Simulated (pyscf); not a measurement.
Thermochemistry of product channels of HO–SiH₃ (SMILES O[SiH3]) + OH• (SMILES [OH]) on the doublet surface, in kJ/mol, from ωB97M-D3(BJ)/def2-TZVP energies (ideal gas, 1 atm, RRHO with modes under 100 cm⁻¹ raised to 100, one conformer, R ln 2 for rigid chiral ones). Optimised with ωB97X-D3(BJ)/def2-SVP in PySCF.

| products | ΔE | ΔH(298 K) | ΔG(298 K) | ΔG(600 K) |
|---|---|---|---|---|
| HO–SiH₂• (SMILES O[SiH2]) + H₂O (SMILES O) | [?] | -93.7 | -98.6 | -103.5 |
| HO–SiH•–OH (SMILES O[SiH]O) + H₂ (SMILES [H][H]) | -188.3 | -190.0 | -187.4 | -186.3 |
| HO–SiH₂–OH (SMILES O[SiH2]O) + H• (SMILES [H]) | -156.3 | -160.2 | -148.8 | -138.4 |
| •O–SiH₂–OH (SMILES [O][SiH2]O) + H₂ (SMILES [H][H]) | -94.5 | -103.6 | -99.0 | -95.5 |
| H₂O (SMILES O) + SiH₃• (SMILES [SiH3]) + O (SMILES [O]) [triplet] | +459.8 | +453.6 | +417.0 | +379.5 |

Question: Complete the blanks.

Answer: 
- HO–SiH₂• (SMILES O[SiH2]) + H₂O (SMILES O), ΔE: -103.1

These are energies of the channels, which say nothing of barriers. Left out: orbital degeneracy and the spin-orbit lowering of OH, O.
